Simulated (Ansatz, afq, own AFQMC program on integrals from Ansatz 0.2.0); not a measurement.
Integrals from Ansatz 0.2.0, then the random walk in our own AFQMC program (afq).

```yaml
crystal:
  periodic: [false, false, false]
  atoms:
    - {symbol: Be, position_ang: [0.000000, 0.000000, 1.480000]}
    - {symbol: Be, position_ang: [0.000000, 0.000000, -1.480000]}
    - {symbol: H, position_ang: [0.000000, 0.000000, 2.827518]}
    - {symbol: H, position_ang: [0.000000, 0.000000, -2.827518]}
basis:
  gaussian: {orbitals: cc-pVDZ}
magnetization: {spin_polarized: false}
correlation: {method: ccsd_t, electrons: outside_noble_gas, hamiltonian_folder: ham}
```

```sh
$ ansatz run in.yaml --threads 1 --pin off --events-out ev --progress --plain --max-ram 1382MiB
```

Options of the walk:

```
--method phaseless --trial cisd --walkers 60 --populations 1 --least-time 40 --time-step 0.005 --steps-per-block 50 --equilibration-blocks 40 --max-blocks 300 --target-error 0.00058 --factor-cut 1e-05 --seed 8387 --release-times 0.24,0.51,0.99,1.62,2.4 --release-step 0.03 --release-every 4 --taylor-order 6
```

Times are imaginary, in 1/Eh. The walk had a cap of 799 s.

Log:

```
orbitals 36  electrons 3 3  factors 253 of 348
reference energy -30.33543453 Eh
CCSD correlation -0.10577343 Eh in 11 cycles, weight of the determinant in the CISD state 0.9059
energy of the start -30.441208 Eh
 block  time / (1/Eh)  mean weight  energy / Eh
     1     0.250  1.0013  -30.440385
     2     0.500  1.0008  -30.440209
     3     0.750  0.9993  -30.440647
     4     1.000  1.0013  -30.441641
     5     1.250  1.0008  -30.441541
     9     2.250  1.0003  -30.442540
    21     5.250  0.9986  -30.441009
    41    10.250  0.9997  -30.442157
    61    15.250  0.9999  -30.443066
    81    20.250  0.9998  -30.443320
   101    25.250  0.9994  -30.443256
   121    30.250  1.0012  -30.444794
   136    34.000  0.9992  -30.445350
   141    35.250  1.0006  -30.443463
   161    40.250  1.0001  -30.442856
   181    45.250  1.0001  -30.443376
   196    49.000  0.9995  -30.444024
blocks merged  error / Eh  count
     1  0.000109  160
     2  0.000135  80
     4  0.000159  40
     8  0.000163  20
    16  0.000179  10
released: time / (1/Eh)  energy / Eh  error  mean overlap
  0.24  -30.443923  0.000196  0.9984
  0.51  -30.443640  0.000156  1.0095
  0.99  -30.443746  0.000205  1.0068
  1.62  -30.443826  0.000267  1.0199
  2.40  -30.443762  0.000212  1.0030
energy -30.443840 +/- 0.000163 Eh
(rows thinned)
```

The run passed its tests (sampling time, drift between the halves within three errors, error under three times the target), which doesn't prove that it has relaxed.

Against this walk (error 4.4 meV) on the same determinant: CCSD(T) 23.5 meV higher, CCSDT(Q) 2.8 meV higher (within the noise), full CI 1.9 meV higher (within the noise). The error is statistical and leaves out the bias of the constraint. Released to 2.40 1/Eh the energy moves by 2 ± 7 meV (both errors), within twice the noise.

Cautions: constraint bias not in the error.

The walk took 90 s on 1 thread of Arm Neoverse V1, with other jobs on the host. The log's last line is the phaseless energy.

CCSDT and higher add their correlation energy to the determinant of the CCSD(T) run, since their own runs factorise the integrals more tightly (a shift of under 2 meV). A walk keeps the symmetry of its determinant, which the program's search chose and which needn't be the lowest solution, so a lower state of the same spin and another symmetry isn't excluded.
